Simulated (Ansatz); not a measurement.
# BH₄− (singlet): the correlation ladder, aug-cc-pVTZ

An exercise on one series of results from a longer session: the logs are not shown, and one member is left open.

Computed with Ansatz 0.2.0, Gaussian basis. Level: aug-cc-pVTZ, core rule «outside noble gas», up to 1 orbitals frozen.

The runs, in order: UHF; CCSD(T) on RHF; BCCD(T) on RHF; CCSDT(Q) on RHF; CASSCF and NEVPT2, 8 electrons in 8 orbitals.

2 further runs of the same task are left out: 1 for a known fault of the program, 1 set aside as unsound or not needed.

**What is computed**

The geometry is a PBE0/def2-TZVPD stationary point (not a proven minimum).

5 atoms, charge -1, spin multiplicity 1.

Atoms are counted from 1 here; the program's logs count them from 0.

Bond lengths: B1–H2 1.239 Å, B1–H3 1.239 Å, B1–H4 1.239 Å, B1–H5 1.239 Å. Angles: H2–B1–H3 109.5°, H2–B1–H4 109.5°, H2–B1–H5 109.5°, H3–B1–H4 109.5°, H3–B1–H5 109.5°, H4–B1–H5 109.5°.

Geometry (Å):

```tsv
atom	x (Å)	y (Å)	z (Å)
B1	0.0000	0.0000	0.0000
H2	0.7144	0.7162	0.7159
H3	-0.7193	-0.7121	0.7151
H4	-0.7117	0.7148	-0.7200
H5	0.7166	-0.7189	-0.7110
```

Set-up of the first run:

in.yaml

```yaml
crystal:
  periodic: [false, false, false]
  atoms:
    - {symbol: B, position_ang: [0.000000, 0.000000, 0.000000]}
    - {symbol: H, position_ang: [0.714366, 0.716202, 0.715897]}
    - {symbol: H, position_ang: [-0.719283, -0.712099, 0.715066]}
    - {symbol: H, position_ang: [-0.711684, 0.714767, -0.719991]}
    - {symbol: H, position_ang: [0.716601, -0.718870, -0.710973]}
basis:
  gaussian: {orbitals: aug-cc-pVTZ}
total_charge: -1
magnetization: {spin_polarized: true, initial_magnetization: 0}
hamiltonian: {xc: hf}
output: {orbitals: {seedname: orbitals}}
```

Launch:

```sh
$ ansatz run in.yaml --threads 1 --pin off --events-out ev --progress --plain --max-ram 2816MiB --backend cpu
```

Among the steps run: UHF; CCSD(T) on RHF; BCCD(T) on RHF; CCSDT(Q) on RHF; CASSCF and NEVPT2, 8 electrons in 8 orbitals.

One of the session's tables, all rows but one given; the rest of the session is left out.

It belongs to the step «Misses and costs». 

| method | from RCCSDT(Q) (meV) |
| --- | --- |
| RHF | ? |
| RMP2 | +833.5 |
| RCCSD | +180.9 |
| RCCSD(T) | +21.1 |
| BCCD(T) | +20.4 |
| RCCSDT | +4.1 |
| RCCSDT(Q) | 0 |
| CASSCF valence | +3758.8 |
| NEVPT2 valence | +1049.4 |

**Question.** Estimate the row for RHF.

As computed: from RCCSDT(Q) (meV): +5432.8. In the column «from RCCSDT(Q) (meV)» it is the highest.
